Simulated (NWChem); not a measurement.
System: LiH; SMILES [LiH]

The following NWChem deck was run.

```
start job
memory heap 200 mb stack 900 mb global 1100 mb
geometry units angstroms noautosym nocenter noautoz
  Li     0.000000     0.000000     0.458603
  H      0.000000     0.000000    -1.145727
end
basis spherical
  * library 6-31+g*
end
dft
  xc b3lyp
  iterations 150
end
tddft
  cis
  nroots 8
end
task tddft energy
```

Coordinates come from a PBE-D3(BJ)/def2-SVP optimisation.

Vertical excitations in the gas phase.

**Question.** What results follow from this input? (B3LYP/6-31+G* (spherical d), TDA.) Quantities: lowest excitation, singlet (eV); oscillator strength of that lowest state; lowest state with f > 0.02, singlet (eV); oscillator strength of that bright state; lowest triplet (eV); orbital gap (eV).

**Answer.** The lowest excitation, singlet (eV) is 3.47, the oscillator strength of that lowest state comes out as 0.090 and the lowest state with f > 0.02, singlet (eV) comes out as 3.47. The oscillator strength of that bright state is 0.090. The lowest triplet (eV) is 2.78 and the orbital gap (eV) comes out as 4.03.
